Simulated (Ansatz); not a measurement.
# Rhodium, fcc under PBE: testing the cold (Marzari-Vanderbilt) smearing

A convergence test of the cold (Marzari-Vanderbilt) smearing width. The geometry was relaxed under PBE beforehand and stays fixed; 7 values are run, from 0.01 to 1.0 eV. Wanted are the values from which on the energy stays within 10 and 1 meV/atom, and the pressure within 0.5 GPa, of the narrowest run. Within the series other settings stay, but some runs also write fields, which adds to their time. Spin polarisation is left out.

Method: DFT PBE, plane waves with PAW, scalar-relativistic, in Ansatz 0.2.0.

### 1 The system as given

It takes space group Fm-3m (No. 225, cubic). Conventional cell: a = 3.832 Å, b = 3.832 Å, c = 3.832 Å, α = 90.00°, β = 90.00°, γ = 90.00°. Rh (site symmetry m-3m) is surrounded by 12 Rh at 2.71 Å.

As a file:

```cif
data_structure
_symmetry_space_group_name_H-M 'P 1'
_symmetry_Int_Tables_number 1
_cell_length_a 2.7097
_cell_length_b 2.7097
_cell_length_c 2.7097
_cell_angle_alpha 60.000
_cell_angle_beta 60.000
_cell_angle_gamma 60.000
_cell_volume 14.07
loop_
_atom_site_label
_atom_site_type_symbol
_atom_site_fract_x
_atom_site_fract_y
_atom_site_fract_z
_atom_site_occupancy
Rh1 Rh 0.00000 0.00000 0.00000 1
```

### 2 Run at 0.01 eV

The run at 0.01 eV.

input.yaml

```yaml
crystal:
  lattice:
    - [0.0, 1.9160595532, 1.9160595532]
    - [1.9160595532, 0.0, 1.9160595532]
    - [1.9160595532, 1.9160595532, 0.0]
  atoms:
    - { symbol: Rh, position: [0.0, 0.0, 0.0] }
hamiltonian:
  xc: pbe
  pseudopotentials:
    kind: paw
    azcp:
      Rh: "pseudopotentials/Rh.paw.azcp"
basis:
  ecutwfc: 420
  fft_grid_basis: typed
kpoints:
  mp_grid: { grid: [14, 14, 14], shift: [0, 0, 0] }
magnetization:
  spin_polarized: false
scf:
  occupations: { method: cold, width: 0.01 }
  lower_state_search: "off"
output:
  stress: true
```

Run with:

```console
$ ansatz run input.yaml --threads 1 --pin off --max-ram 3584MiB --backend cpu --events-out ev --progress --plain --runs-dir out
```

### 3 Run at 0.03 eV

The run at 0.03 eV.

Edit input.yaml of step 2 so:

```diff
@@ -21,3 +21,3 @@
 scf:
-  occupations: { method: cold, width: 0.01 }
+  occupations: { method: cold, width: 0.03 }
   lower_state_search: "off"
@@ -25 +25,5 @@
   stress: true
+  write_density: true
+  write_potential: true
+  elf: true
+  volumetric_format: npy
```

### 4 Run at 0.1 eV

The run at 0.1 eV.

Edit input.yaml of step 3 so:

```diff
@@ -21,3 +21,3 @@
 scf:
-  occupations: { method: cold, width: 0.03 }
+  occupations: { method: cold, width: 0.1 }
   lower_state_search: "off"
@@ -25,5 +25 @@
   stress: true
-  write_density: true
-  write_potential: true
-  elf: true
-  volumetric_format: npy
```

### 5 Run at 0.2 eV

The run at 0.2 eV.

Edit input.yaml of step 4 so:

```diff
@@ -21,3 +21,3 @@
 scf:
-  occupations: { method: cold, width: 0.1 }
+  occupations: { method: cold, width: 0.2 }
   lower_state_search: "off"
@@ -25 +25,5 @@
   stress: true
+  write_density: true
+  write_potential: true
+  elf: true
+  volumetric_format: npy
```

### 6 Run at 0.3 eV

The run at 0.3 eV.

Edit input.yaml of step 5 so:

```diff
@@ -21,3 +21,3 @@
 scf:
-  occupations: { method: cold, width: 0.2 }
+  occupations: { method: cold, width: 0.3 }
   lower_state_search: "off"
```

### 7 Run at 0.6 eV

The run at 0.6 eV.

Edit input.yaml of step 6 so:

```diff
@@ -21,3 +21,3 @@
 scf:
-  occupations: { method: cold, width: 0.3 }
+  occupations: { method: cold, width: 0.6 }
   lower_state_search: "off"
```

### 8 Run at 1.0 eV

The run at 1.0 eV.

Edit input.yaml of step 7 so:

```diff
@@ -21,3 +21,3 @@
 scf:
-  occupations: { method: cold, width: 0.6 }
+  occupations: { method: cold, width: 1.0 }
   lower_state_search: "off"
```

(Steps that only read results are left out.)

Q: Predict the outcome of this session.

**Answer**, as computed:

| quantity | value |
| --- | --- |
| E(σ → 0) stays within 10 meV/atom of 0.01 eV | up to 1.0 eV |
| E(σ → 0) stays within 1 meV/atom | up to 0.2 eV |
| pressure stays within 0.5 GPa | up to 1.0 eV |
| pressure at 0.01 eV | -0.39 GPa |
| energy of a separate run on a finer mesh (23×23×23) | +0.6 meV/atom from 0.01 eV |

At 1.0 eV the energy differs by -9.0 meV/atom and the pressure by -0.3 GPa. Over the range F shifts by -3.3 meV/atom, while E(σ → 0) shifts by -9.0. This scheme cancels the term in the square of the width, so F moves little up to 0.2 eV. The mesh (14×14×14) is fixed, so the narrowest widths carry a k-point error of their own. A run on a finer mesh agrees with the yardstick to 1 meV/atom.
